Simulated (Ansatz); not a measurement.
Relaxation of CH$_{8}$Si$_{2}$ (11 atoms, charge 0, multiplicity 1), to a largest force component of 0.02 eV/Å in at most 40 steps.

Method: Ansatz 0.2.0, RKS revPBE/def2-SVP.

```xyz
11
Properties=species:S:1:pos:R:3:forces:R:3
Si 0.000 0.000 0.000 0.75 -0.71 0.19
H 0.000 0.000 1.460 -0.09 -0.13 0.95
C 1.763 0.000 -0.623 0.52 -0.07 -0.14
H 2.111 -1.046 -0.751 0.17 0.11 -0.01
H 1.812 0.528 -1.598 0.19 -0.11 0.03
H 2.415 0.519 0.111 0.10 -0.02 -0.16
Si -1.046 1.812 -0.739 -0.56 0.66 -0.16
H -2.430 1.478 -1.061 -0.91 -0.05 -0.23
H -1.022 2.844 0.293 -0.03 0.75 0.55
H -0.374 2.307 -1.937 0.35 0.37 -0.78
H -0.688 -1.191 -0.486 -0.49 -0.80 -0.25
```

Question: Where does it end, and by what steps?

Answer: It converged. The force dipped under the threshold on the way, but the program's further checks kept it going. After 12 steps the energy has fallen by 0.377 eV; H8 moved furthest, 0.70 Å.

| step | energy less start (eV) | largest force component (eV/Å) | accepted |
| --- | --- | --- | --- |
| 0 | 0.0000 | 0.948 | yes |
| 1 | -0.3064 | 0.302 | yes |
| 2 | -0.3353 | 0.246 | yes |
| 3 | -0.3582 | 0.112 | yes |
| 4 | -0.3616 | 0.272 | yes |
| 5 | -0.3700 | 0.073 | yes |
| 6 | -0.3737 | 0.008 | yes |
| 7 | -0.3723 | 0.215 | no |
| 8 | -0.3756 | 0.047 | yes |
| 9 | -0.3741 | 0.101 | no |
| 10 | -0.3764 | 0.021 | yes |
| 11 | -0.3766 | 0.020 | yes |
| 12 | -0.3767 | 0.015 | yes |

```xyz
11
Properties=species:S:1:pos:R:3
Si -0.003 -0.110 -0.163
H -0.252 -0.406 1.296
C 1.870 -0.005 -0.502
H 2.367 -0.958 -0.227
H 2.069 0.190 -1.575
H 2.336 0.809 0.090
Si -1.121 1.900 -0.726
H -2.600 1.788 -0.451
H -0.577 3.057 0.077
H -0.935 2.223 -2.190
H -0.612 -1.239 -0.961
```

Whether the end is a true minimum wasn't checked by a vibrational analysis.

Run time: 23 s on 1 thread of Intel(R) Xeon(R) Platinum 8488C (Sapphire Rapids), on a shared host, peak memory 0.13 GiB.
